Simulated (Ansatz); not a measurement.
Reaction (SMILES): [CH]=CF -> [CH-]=CF (an electron is taken up)

Wanted: adiabatic electron affinity (0 K, with zero-point energies), in eV. Positive where the reaction releases energy. Terms: open shells spin-unrestricted; non-relativistic; dispersion terms only where a functional's name holds one; six Cartesian d functions in 6-31G* and its kin unless marked 5d; no spin-orbit coupling. First-principles rows: single points at B3LYP-D3(BJ) geometries (Ansatz, an electronic-structure program), with unscaled harmonic terms from B3LYP/6-31G* at its own minima. Sets without +, aug- or the D of def2-TZVPD hold no diffuse functions, which anions need.

```tsv
species	coefficient	E at PBE/6-31G* (Ansatz), Eh	E at wB97X-V/def2-TZVPD (Ansatz), Eh	zero-point energy, kcal/mol
[CH]=CF	+1	-176.92738	-177.14718	19.04
[CH-]=CF	-1	-176.94406	-177.19889	18.20
```

 1 Eh = 27.2114 eV and 1 eV = 23.0605 kcal/mol.

### Question
Compute it at each level from the table.

### Answer

- PBE/6-31G*: the sum of coefficient times E is 0.01668 Eh, or 0.454 eV; the thermal terms add 0.036. Result: 0.49 eV.
- wB97X-V/def2-TZVPD: the sum of coefficient times E is 0.05171 Eh, or 1.407 eV; the thermal terms add 0.036. Result: 1.44 eV.
